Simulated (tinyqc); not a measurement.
Inside a calculation. Method: CIS on RHF in the sto-6g basis, frozen core, for H2O, spin multiplicity 1. One step of it, computed by the program tinyqc.

Problem. CIS triplet states. Diagonalise A (1 hartree = 27.211386 eV); each vector has its largest component positive (the first on a tie).

CIS matrix A, triplet (hartree), lower triangle:
```
           2>6        2>7        3>6        3>7       4>6       4>7       5>6       5>7
2>6   1.048013
2>7   0.000000   1.114587
3>6   0.000000  -0.078076   0.405187
3>7  -0.078076   0.000000   0.000000   0.445222
4>6  -0.040418   0.000000   0.000000  -0.065840  0.342627
4>7   0.000000   0.014528  -0.065840   0.000000  0.000000  0.395952
5>6   0.000000   0.000000   0.000000   0.000000  0.000000  0.000000  0.254541
5>7   0.000000   0.000000   0.000000   0.000000  0.000000  0.000000  0.000000  0.310290
```

Give: triplet excitation energies; lowest vectors.

Solution.

triplet excitation energies (eV): 6.9264  8.2620  8.4434  9.0381  12.5134  12.8671  28.8273  30.5780

lowest vectors:
```
     state 1  state 2  state 3  state 4  state 5  state 6
2>6   0.0000   0.0964   0.0000   0.0000   0.0000   0.0861
2>7   0.0000   0.0000   0.0000   0.0568   0.0996   0.0000
3>6   0.0000   0.0000   0.0000   0.7013   0.7043   0.0000
3>7   0.0000   0.4629   0.0000   0.0000   0.0000   0.8781
4>6   0.0000   0.8812   0.0000   0.0000   0.0000  -0.4707
4>7   0.0000   0.0000   0.0000   0.7106  -0.7029   0.0000
5>6   1.0000   0.0000   0.0000   0.0000   0.0000   0.0000
5>7   0.0000   0.0000   1.0000   0.0000   0.0000   0.0000
```
